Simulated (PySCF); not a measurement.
## Field gradients at the hydrogen positions

Compound: C3H8P2.
Geometry (GFN2-xTB, Å), atoms numbered from 1 in this order:
```xyz
13
C3H8P2 angstrom
C      2.0456   -0.1172    0.4735
C      1.1580    1.0756    0.4097
P     -0.4790    1.2178    0.1027
C     -1.0187   -0.5619   -0.1663
P     -2.8375   -0.7063   -0.5324
H      2.5122   -0.1789    1.4581
H      2.8494   -0.0193   -0.2582
H      1.5136   -1.0444    0.2827
H      1.6628    2.0175    0.5952
H     -0.8111   -1.1617    0.7252
H     -0.4751   -1.0012   -1.0085
H     -2.8727    0.3300   -1.4662
H     -3.2519    0.1505    0.4881
```

Level: PBE0/pcSseg-1 (PySCF, non-relativistic); Q(2H) = 0.00286 b; rigid geometry, the same for H and D, with no vibrational averaging.

Problem. Rank these positions by the coupling χzz of a deuteron there, largest first.
A. H9 (hydrogen on carbon)
B. H8 (methyl hydrogen)
C. H10 (methylene hydrogen)
D. H12 (P–H hydrogen)

Solution. A (217 kHz), B (212 kHz), C (206 kHz), D (133 kHz).

Problem. What are Vzz, η and χzz (234.96 MHz × Q × Vzz) at all hydrogens?

Solution. 
```
atom  bonded to  bond length (Å)  Vzz (au)     η  χzz (kHz)
  H6         C1            1.091    0.3085  0.02        207
  H7         C1            1.091    0.3086  0.02        207
  H8         C1            1.086    0.3151  0.03        212
  H9         C2            1.085    0.3225  0.06        217
 H10         C4            1.094    0.3059  0.02        206
 H11         C4            1.094    0.3058  0.02        206
 H12         P5            1.395    0.1981  0.08        133
 H13         P5            1.395    0.1981  0.08        133
```

Problem. Average by the element that carries the hydrogen.

Solution. on C: 209 kHz over 6 positions, mean bond length 1.090 Å; on P: 133 kHz over 2 positions, mean bond length 1.395 Å.

Problem. Give the 2H NMR doublet splittings at H11 for a magnetic field along the z, y and x axes of the gradient: 3χ/2, 3χ(1 + η)/4, 3χ(1 − η)/4.

Solution. With |χ| = 205.5 kHz and η = 0.022: 308, 157 and 151 kHz, to first order and without motion.

The structure is a single GFN2-xTB conformer in the gas phase; no vibrational or solvent corrections. GFN2-xTB bond lengths can be off by several hundredths of an ångström, more for odd bonds, and the gradients follow them. These gradients aren't converged with respect to the basis.
